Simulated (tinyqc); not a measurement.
RKS/PBE in the sto-3g basis, for HF, spin multiplicity 1, step by step. One step of it, computed by the program tinyqc.

Question. Iteration 1: building the Kohn-Sham matrix. J_ij = sum D_kl (ij|kl); F = H + J + V_xc; E = tr D H + tr D J / 2 + E_xc + E_nn.

D at the start, lower triangle:
```
            1F 1s      1F 2s    1F 2px    1F 2py    1F 2pz     2H 1s
1F 1s    2.157015
1F 2s   -0.507529   2.136369
1F 2px   0.000000   0.000000  1.636736
1F 2py   0.000000   0.000000  0.000000  1.636736
1F 2pz   0.011378  -0.061276  0.000000  0.000000  1.546617
2H 1s   -0.015032   0.055241  0.000000  0.000000  0.171946  1.010576
```

core Hamiltonian H = T + V (hartree), lower triangle:
```
             1F 1s       1F 2s     1F 2px     1F 2py     1F 2pz      2H 1s
1F 1s   -40.470814
1F 2s    -9.495765  -10.948635
1F 2px    0.000000    0.000000  -8.626129
1F 2py    0.000000    0.000000   0.000000  -8.626129
1F 2pz   -0.008986   -0.111649   0.000000   0.000000  -8.685910
2H 1s    -1.044737   -2.473692   0.000000   0.000000  -1.758842  -4.419955
```

Two-electron integrals (ij|kl) in chemists' order, unique and non-zero (hartree):
```
(11|11) 5.403501   (21|11) 0.841920   (21|21) 0.156299   (22|11) 1.268028
(22|21) 0.292344   (22|22) 0.926167   (31|31) 0.027998   (32|31) 0.043169
(32|32) 0.204588   (33|11) 1.264502   (33|21) 0.292403   (33|22) 0.925959
(33|33) 0.997514   (41|41) 0.027998   (42|41) 0.043169   (42|42) 0.204588
(43|43) 0.053770   (44|11) 1.264502   (44|21) 0.292403   (44|22) 0.925959
(44|33) 0.889973   (44|44) 0.997514   (51|51) 0.027998   (52|51) 0.043169
(52|52) 0.204588   (53|53) 0.053770   (54|54) 0.053770   (55|11) 1.264502
(55|21) 0.292403   (55|22) 0.925959   (55|33) 0.889973   (55|44) 0.889973
(55|55) 0.997514   (61|11) 0.092932   (61|21) 0.017119   (61|22) 0.031862
(61|33) 0.031813   (61|44) 0.031813   (61|51) 0.000687   (61|52) 0.001297
(61|55) 0.031964   (61|61) 0.001894   (62|11) 0.253776   (62|21) 0.059373
(62|22) 0.212100   (62|33) 0.208907   (62|44) 0.208907   (62|51) 0.004032
(62|52) 0.032516   (62|55) 0.218274   (62|61) 0.006606   (62|62) 0.061630
(63|31) 0.005990   (63|32) 0.036352   (63|53) 0.006705   (63|63) 0.008820
(64|41) 0.005990   (64|42) 0.036352   (64|54) 0.006705   (64|64) 0.008820
(65|11) 0.180388   (65|21) 0.042720   (65|22) 0.163405   (65|33) 0.156599
(65|44) 0.156599   (65|51) 0.008513   (65|52) 0.059886   (65|55) 0.176829
(65|61) 0.004935   (65|62) 0.058371   (65|65) 0.063754   (66|11) 0.439072
(66|21) 0.104377   (66|22) 0.431116   (66|33) 0.417558   (66|44) 0.417558
(66|51) 0.008162   (66|52) 0.094173   (66|55) 0.457824   (66|61) 0.011663
(66|62) 0.166956   (66|65) 0.184420   (66|66) 0.774606
```

nuclear repulsion = 4.01229562 hartree

V_xc (hartree), lower triangle:
```
            1F 1s      1F 2s     1F 2px     1F 2py     1F 2pz      2H 1s
1F 1s   -3.503046
1F 2s   -0.481731  -0.910991
1F 2px   0.000000   0.000000  -0.901064
1F 2py   0.000000   0.000000   0.000000  -0.901064
1F 2pz  -0.000068  -0.002777   0.000000   0.000000  -0.908169
2H 1s   -0.053677  -0.195167   0.000000   0.000000  -0.150876  -0.464233
```

E_xc = sum of w rho eps_xc = -10.80614741 hartree

Give: Coulomb J; Kohn-Sham matrix F; total energy of this density.

Answer.

Coulomb J (hartree), lower triangle:
```
          1F 1s   1F 2s  1F 2px  1F 2py  1F 2pz   2H 1s
1F 1s   20.1358
1F 2s    3.8176  9.3946
1F 2px   0.0000  0.0000  9.3726
1F 2py   0.0000  0.0000  0.0000  9.3726
1F 2pz   0.0069  0.0952  0.0000  0.0000  9.4116
2H 1s    0.4187  2.1532  0.0000  0.0000  1.6884  4.6901
```

Kohn-Sham matrix F (hartree), lower triangle:
```
           1F 1s    1F 2s   1F 2px   1F 2py   1F 2pz    2H 1s
1F 1s   -23.8380
1F 2s    -6.1599  -2.4650
1F 2px    0.0000   0.0000  -0.1545
1F 2py    0.0000   0.0000   0.0000  -0.1545
1F 2pz   -0.0021  -0.0192   0.0000   0.0000  -0.1824
2H 1s    -0.6797  -0.5157   0.0000   0.0000  -0.2213  -0.1941
```

total energy of this density = -99.612746 hartree

This density is the starting one; it is not idempotent, so its energy is not variational and may lie below the converged one.
